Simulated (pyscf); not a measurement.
Four-centre exchange: HO–AsH₂ + SiH₄ → HO–AsH₂ + SiH₄

Gas phase, singlet surface, charge 0. Bonds broken: As1–H7, H3–Si6. Bonds formed: As1–H3, Si6–H7. PySCF, gas phase, ωB97X-D3(BJ)/def2-SVP geometries. MP2 and CC: frozen core, UHF for open shells. ΔMP2 is the change of the MP2 total energy from the triple- to the quadruple-zeta basis.

Transition state (Å):

```xyz
10

As    -1.2498    -1.0974     0.3210
O     -1.5182    -0.4688     2.0387
H     -0.8788    -0.7294    -1.3222
H     -2.5606    -0.4202    -0.0327
H     -0.8316    -0.8355     2.6128
Si     0.0075     0.8655    -1.1045
H     -0.1151     0.2515     0.3831
H     -1.1246     1.4369    -1.8885
H      0.6608     2.0909    -0.5034
H      1.0981     0.1520    -1.8231
```

One imaginary mode, 520i cm⁻¹; descent along it reached the two sides named.

| bond | change | reactant side (Å) | saddle | product side |
|---|---|---|---|---|
| As1–H7 | breaks | 1.522 | 1.764 | 4.4 |
| H3–Si6 | breaks | 1.492 | 1.838 | 3.4 |
| As1–H3 | forms | 2.9 | 1.724 | 1.524 |
| Si6–H7 | forms | 3.5 | 1.614 | 1.488 |

Electronic energies relative to the separated reactants (kcal/mol):

```tsv
level	barrier	reaction energy	reverse barrier
ωB97X-D3(BJ)/def2-TZVP	50.2	0.0	50.2
PBE/def2-TZVP	43.7	0.0	43.7
r²SCAN/def2-TZVP	46.7	0.0	46.7
B3LYP-D3(BJ)/def2-TZVP	50.5	0.0	50.5
PBE0-D3(BJ)/def2-TZVP	46.6	0.0	46.6
M06-2X/def2-TZVP	51.4	0.0	51.4
ωB97M-D3(BJ)/def2-TZVP	52.7	0.0	52.7
HF/def2-TZVP	73.4	0.0	73.4
MP2/def2-QZVPP	52.2	0.0	52.2
CCSD/def2-TZVPP	57.1	0.0	57.1
CCSD(T)/def2-TZVPP	53.8	0.0	53.8
CCSD(T)/def2-TZVPP + ΔMP2(QZVPP)	53.0	0.0	53.0
```

With CCSD(T)/def2-TZVPP + ΔMP2(QZVPP) energies and thermal terms (ideal gas, 1 atm, RRHO with modes under 100 cm⁻¹ raised to 100, one conformer, R ln 2 for chiral ones without a mode under 150 cm⁻¹), in kcal/mol:

| T (K) | ΔH‡ | ΔG‡ | ΔH | ΔG |
|---|---|---|---|---|
| 298 | 53.1 | 63.1 | 0.0 | 0.0 |
| 600 | 53.4 | 73.1 | 0.0 | 0.0 |
| 900 | 54.0 | 82.8 | 0.0 | 0.0 |
| 1200 | 54.7 | 92.2 | 0.0 | 0.0 |

At the saddle there is also a short As–Si contact that neither side keeps. The same reactants have a lower exit, to AsH₃ + HO–SiH₃ (barrier +26.0 kcal/mol at ωB97M-D3(BJ)/def2-TZVP, against +52.7 kcal/mol here). This is the saddle that the search found; another between the same sides may lie lower. The CCSD(T) − MP2 part came from Ansatz, without density fitting, on the same reference. The frozen core leaves the outer d or s,p core shells of the metals and heavy elements correlated in the MP2 and CC values, and def2-TZVPP describes them poorly, which can shift differences by a few kcal/mol. Elements up to Kr have no core potential and no relativistic terms here.
